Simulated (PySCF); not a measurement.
input.py for HF

Input:

```python
from pyscf import gto, dft

mol = gto.M(
    atom='H 0 0 0; F 0 0 0.963',
    basis='lanl2dz',
    charge=0,
    spin=0,
    verbose=4,
)
mf = dft.UKS(mol, xc='b3lyp5')
mf.kernel()
mf.dip_moment()
print('orbital energies (hartree):', [e[max(0, n-3):n+3].round(4) for e, n in zip(mf.mo_energy, mol.nelec)])
```

```bash
$ OMP_NUM_THREADS=1 python input.py
```

The log (some set-up lines and the per-cycle HOMO/LUMO lines with their warnings removed):

```
PySCF version 2.14.0

[INPUT] Symbol           X                Y                Z      unit          X                Y                Z       unit  Magmom
[INPUT]  1 H      0.000000000000   0.000000000000   0.000000000000 AA    0.000000000000   0.000000000000   0.000000000000 Bohr   0.0
[INPUT]  2 F      0.000000000000   0.000000000000   0.963000000000 AA    0.000000000000   0.000000000000   1.819806257956 Bohr   0.0

nuclear repulsion = 4.94558141046729
number of shells = 7
number of NR pGTOs = 29
number of NR cGTOs = 11
basis = lanl2dz
ecp = {}

******** <class 'pyscf.dft.uks.UKS'> ********
method = UKS
initial guess = minao
damping factor = 0
level_shift factor = 0
DIIS = <class 'pyscf.scf.diis.CDIIS'>
SCF conv_tol = 1e-09
SCF max_cycles = 50
number electrons alpha = 5  beta = 5
XC functionals = b3lyp5

grids dens level: 3
tot grids = 24072
init E= -100.322423198913
cycle= 1 E= -100.346829689926  delta_E= -0.0244  |g|= 0.395  |ddm|= 0.635
cycle= 2 E= -100.288817852133  delta_E= 0.058  |g|= 0.596  |ddm|= 0.611
cycle= 3 E= -100.408017751676  delta_E= -0.119  |g|= 0.00753  |ddm|= 0.347
cycle= 4 E= -100.408039776989  delta_E= -2.2e-05  |g|= 0.000525  |ddm|= 0.00579
cycle= 5 E= -100.408039897868  delta_E= -1.21e-07  |g|= 5.97e-05  |ddm|= 0.000444
cycle= 6 E= -100.408039902863  delta_E= -5e-09  |g|= 2.06e-05  |ddm|= 0.000103
cycle= 7 E= -100.408039903619  delta_E= -7.56e-10  |g|= 1.66e-06  |ddm|= 5.47e-05
Extra cycle  E= -100.408039903621  delta_E= -1.9e-12  |g|= 1.55e-06  |ddm|= 2.56e-06
converged SCF energy = -100.408039903621  <S^2> = 2.2604141e-12  2S+1 = 1
Dipole moment(X, Y, Z, Debye): -0.00000, -0.00000, -2.28358
orbital energies (hartree): [array([-0.5212, -0.3917, -0.3917,  0.0426,  0.7975,  0.8059]), array([-0.5212, -0.3917, -0.3917,  0.0426,  0.7975,  0.8059])]
```

In short: E(SCF) = -100.408040 Eh, 7 cycles, μz(SCF) = -2.28 D.

It ran on Arm Neoverse V1 (1 thread, shared host) in 1.2 s.

The bond length is a typed value, not an optimised one. No search for the lowest solution was made.
